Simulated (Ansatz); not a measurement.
triplet C2H2: levels of theory in one basis

```yaml
atoms:
  - { symbol: C, position_ang: [0.2631, -0.1401, 0.5257] }
  - { symbol: C, position_ang: [-0.2631, 0.1401, -0.5257] }
  - { symbol: H, position_ang: [0.7311, -0.3892, 1.4608] }
  - { symbol: H, position_ang: [-0.7311, 0.3892, -1.4608] }
```

Basis set: def2-SVP (spherical functions). Left uncorrelated: 2 orbitals. Charge 0, multiplicity 3.

Computed with Ansatz (development build ahead of 0.2.0); each method stands on the lowest determinant of its kind that the runs found.

| method | E − E(ROHF) (eV) | <S²> of the determinant |
| --- | --- | --- |
| ROHF | 0.00 | 2.00 |
| UHF | -0.20 | 2.02 |
| UHF-MP2 | -5.69 | 2.02 |

Task: What does UHF-CCSD(T) give on the same scale?

Result: -6.90 eV.

Task: Is a single determinant a sound starting point here?

Result: By this sign, yes. Unrestricted orbitals gain 0.20 eV and <S²> is 2.02 against 2.00 for a pure state.

Caution: another spin multiplicity may lie lower.
